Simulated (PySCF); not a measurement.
Compound: FH₃P (charge +1).
Atom-mapped SMILES: `[F:1][PH3+:2]` (hydrogens: H3, H4, H5 on P2)

The same species was optimised twice, with GFN2-xTB and with PBE0-D3(BJ)/def2-SVP (PySCF), and the same property calculations (PySCF, gas phase) were run on both structures.

```tsv
coordinate	GFN2-xTB	PBE0-D3(BJ)/def2-SVP	change
P2–H3 (Å)	1.383	1.408	+0.025
P2–H5 (Å)	1.383	1.408	+0.025
P2–H4 (Å)	1.383	1.408	+0.025
F1–P2 (Å)	1.558	1.548	-0.010
F1–P2–H5 (°)	102.8	108.4	+5.6
F1–P2–H3 (°)	102.7	108.3	+5.6
F1–P2–H4 (°)	102.8	108.2	+5.4
H3–P2–H5 (°)	115.3	110.5	-4.8
H4–P2–H5 (°)	115.3	110.7	-4.6
H3–P2–H4 (°)	115.3	110.7	-4.6
```

Rotational constants: A = 91891, B = 15027, C = 15026 MHz (GFN2-xTB) against A = 93500, B = 14886, C = 14881 MHz (PBE0-D3(BJ)/def2-SVP). Point groups within 0.08 Å: C3v and C3v.

On the GFN2-xTB structure: lowest singlet, TDDFT (eV) 8.47 [PBE0/def2-SVPD]; lowest triplet, Tamm–Dancoff (eV) 7.80 [PBE0/def2-SVPD]; isotropic polarisability (au) 20.0 [PBE0/def2-SVPD]; HOMO (eV) -18.57 [PBE0/def2-SVPD]; LUMO (eV) -8.18 [PBE0/def2-SVPD]; HOMO (eV) -18.46 [PBE0/pcSseg-1]; LUMO (eV) -8.06 [PBE0/pcSseg-1]; GIAO shielding of F1 (ppm) 436.7 [PBE0/pcSseg-1]; GIAO shielding of P2 (ppm) 268.5 [PBE0/pcSseg-1].

Q: What do these properties become on the PBE0-D3(BJ)/def2-SVP structure?

A: 
```tsv
property	level	on GFN2-xTB	on PBE0-D3(BJ)/def2-SVP	change
lowest singlet, TDDFT (eV)	PBE0/def2-SVPD	8.47	8.78	+0.31
lowest triplet, Tamm–Dancoff (eV)	PBE0/def2-SVPD	7.80	8.12	+0.32
isotropic polarisability (au)	PBE0/def2-SVPD	20.0	20.5	+0.5
HOMO (eV)	PBE0/def2-SVPD	-18.57	-18.61	-0.04
LUMO (eV)	PBE0/def2-SVPD	-8.18	-7.84	+0.34
energy, GFN2-xTB geometry as zero (kcal/mol)	PBE0/def2-SVPD	0.0	-2.6	-2.6
HOMO (eV)	PBE0/pcSseg-1	-18.46	-18.55	-0.09
LUMO (eV)	PBE0/pcSseg-1	-8.06	-7.63	+0.43
energy, GFN2-xTB geometry as zero (kcal/mol)	PBE0/pcSseg-1	0.0	-2.8	-2.8
GIAO shielding of F1 (ppm)	PBE0/pcSseg-1	436.7	426.7	-10.0
GIAO shielding of P2 (ppm)	PBE0/pcSseg-1	268.5	272.1	+3.6
```

The heavy atoms differ by 0.005 Å rms after alignment. Among all bonds P2–H3, P2–H4 and P2–H5 change most and about equally (+0.025 Å). Changes are differences of the printed values. Neither structure is proved a minimum here. Geometry: PBE0-D3(BJ)/def2-SVP; no solvent, vibrations or thermal averaging.
